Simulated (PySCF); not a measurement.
# C3H2O (cyclopropenone): the cost of one run

Programs: PySCF 2.14.0, with density-fitted response routines of our own. Each step states its level of theory. These are calculated values for one molecule in the gas phase, unless marked as measured. Atoms count from 0, in the outputs and in this text.

**1. Starting geometry**

6 atoms, charge 0, multiplicity 1; geometry from: GFN2-xTB. The atoms were then displaced at random by about 0.01 Å, so the start is not that level's minimum.

Bonds of the start (Å): O0–C1 1.22, C1–C2 1.44, C2–C3 1.36, C3–C1 1.40, C2–H4 1.06, C3–H5 1.09.

**2. Relaxing the molecule at PBE0-D3(BJ)/def2-TZVP**

The job: settings as JSON, then the geometry in Å.

```
{"job": {"xc": "PBE0", "basis": "def2-TZVP", "d3": "d3bj", "grid": 2, "shake": 0.01, "kind": "geom"}, "charge": 0, "multiplicity": 1}
O      2.039130    -0.299540     0.068620
C      0.835090    -0.118320     0.022150
C     -0.519940    -0.614630    -0.040510
C     -0.285890     0.726530    -0.006800
H     -1.229040    -1.400240    -0.080210
H     -0.815190     1.676200    -0.007920
```

Run with:

```console
$ OMP_NUM_THREADS=1 python probes_run.py task.json out
```

This one command runs all jobs of the session in turn.

**Question.** How long does this first job take on 1 thread of Arm Neoverse N1, shared host, and how much memory does it need?

About 49 s, with a peak of 0.55 GiB.
